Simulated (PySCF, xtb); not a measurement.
HS, SMILES [SH], multiplicity 2.

Harmonic wavenumbers (cm⁻¹) from GFN2-xTB in xtb at its own minimum, in rising order: 2460.

### Question
What does B3LYP-D3(BJ)/def2-TZVPD in PySCF give at its own minimum? (Estimate from the structure and the level; the computed values follow.)

### Answer
2663. Paired by order, the mean absolute difference is 203 cm⁻¹ and the zero-point energies are 3.5 and 3.8 kcal/mol.
